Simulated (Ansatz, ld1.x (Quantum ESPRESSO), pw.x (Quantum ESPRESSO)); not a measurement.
From atom to crystal: TM potential for Sr

```json
{
 "Element": "strontium (Sr)",
 "Generator": "ld1.x (Quantum ESPRESSO) 7.5",
 "Type": "norm-conserving Troullier–Martins (Kleinman–Bylander form)",
 "Functional": "PBEsol",
 "Relativity": "scalar-relativistic",
 "Frozen core": "[Kr]",
 "Valence charge": "2",
 "Reference configuration": "4d0 5s2 5p0",
 "Partial waves": "5p (bound, empty): rc 4.00 bohr; 4d (bound, empty): rc 2.45 bohr; 5s (bound): rc 2.75 bohr",
 "Local potential": "the s channel",
 "Core correction": "none"
}
```

Atomic tests: cutoffs needed: 8 Ry and 18 Ry (the cutoffs (Ry, on a coarse ladder) from which the occupation-weighted sum of valence levels, in a spherical-Bessel basis at the reference potential, stays within 10 and 1 mRy of its value at 400 Ry) The cutoffs count occupied waves only; the empty 4d level needs 18 Ry at the loose tolerance.; ghost test: no extra level below or beside the all-electron valence levels (p, d, s, f tested) (spherical-Bessel basis up to 400 Ry, 20 bohr box); largest excitation error: +169 meV (all-electron minus pseudo) for 4d1 5s1 5p0, out of 7 test configurations.

Crystal test: fcc Sr in pw.x 7.5, no spin, 10³ k-points, Fermi–Dirac smearing 0.01 Ry, cutoffs 35/140 Ry. The reference is all-electron LAPW (Ansatz 0.2.0) with the same functional, mesh and smearing; V0 and B0 come from Birch–Murnaghan fits to the pressures at five volumes. Errors are pseudo minus all-electron; Δ is the rms difference of the E(V) curves that follow from these fits, minima aligned, over ±6 % about the mean V0. Mesh and smearing are coarse, so the numbers serve the comparison and aren't converged zero-temperature values; the lattice is a test structure that the element need not adopt.

| V (Å³/atom) | P all-electron (GPa) | P pseudo (GPa) |
| --- | --- | --- |
| 49.729 | 0.68 | -0.02 |
| 51.037 | 0.32 | -0.29 |
| 52.346 | -0.00 | -0.54 |
| 53.655 | -0.30 | -0.77 |
| 54.963 | -0.56 | -0.97 |

All-electron: a0 = 5.938 Å (V0 = 52.33 Å³/atom), B0 = 12.4 GPa.

Pseudopotential: mean pressure error (GPa): -0.55. The pressure does not cross zero within the volumes sampled, so no fit is given. This is a poor potential for the solid. The logarithmic derivative shows an extra or strongly shifted pseudo pole above the reference energy (s near 1.48 Ry).

Q: At the middle volume, how do free energy and pressure move when the wave cutoff is lowered (ecutrho kept at four times it)?

A:

```csv
cutoff (Ry),shift of F (meV/atom),shift of P (GPa)
16,+46.6,-0.34
21,+6.0,-0.07
28,+0.9,-0.01
```

The run at the middle volume (47 k-points, 7 iterations) took about 8.3 s on one core of a shared host (Neoverse-N1, 64 threads, 498 GiB, load 21).
